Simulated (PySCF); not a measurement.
Species: C2H5ClO2S.
SMILES with atom numbers: `[CH3:1][CH2:2][S:3](=[O:4])(=[O:5])[Cl:6]` (hydrogens: H7, H8, H9 on C1; H10, H11 on C2)

Geometry (PBE0-D3(BJ)/def2-SVP, Å), atoms numbered from 1 in this order:
```
atom  x, y, z in Å
C1    -1.2755    0.2953   -0.3863
C2    -0.2788   -0.3500    0.5463
S3     1.4118   -0.2697   -0.0414
O4     1.4604   -0.6864   -1.4265
O5     2.2954   -0.8294    0.9569
Cl6    1.7058    1.8152   -0.0092
H7    -2.2856    0.1921    0.0354
H8    -1.2553   -0.1841   -1.3744
H9    -1.0620    1.3662   -0.5103
H10   -0.4268   -1.4386    0.6452
H11   -0.2515    0.0874    1.5545
```

The closed-shell ground state was solved at several levels (PySCF, density fitting, gas phase, non-relativistic).

| level | basis functions | total energy (Eh) | HOMO (eV) | LUMO (eV) | gap (eV) | dipole (D) |
| --- | --- | --- | --- | --- | --- | --- |
| PBE0/pcSseg-1 | 141 | -1087.4049 | -9.14 | -1.90 | 7.24 | 4.27 |
| KT3/pcSseg-2 | 300 | -1097.3301 | -7.77 | -2.84 | 4.93 | 4.08 |

(1) What might B3LYP/def2-SVPD (180 basis functions) give for the same quantities?

(2) Over all these levels, which gives the widest orbital gap and which the narrowest?

(3) How far do the dipole and the HOMO energy spread over the levels?

## Answers

(1) Total energy -1087.6204 Eh, HOMO -8.93 eV, LUMO -2.33 eV, gap 6.60 eV, dipole 4.29 D.

(2) PBE0/pcSseg-1 (global hybrid, 25 % exact exchange) has the widest, 7.24 eV, and KT3/pcSseg-2 (GGA) the narrowest, 4.93 eV. Functional and basis both differ between the two, so the spread mixes both effects.

(3) The dipole runs from 4.08 to 4.29 D (mean 4.22 D) and the HOMO from -9.14 to -7.77 eV.

One conformer stands for the species.
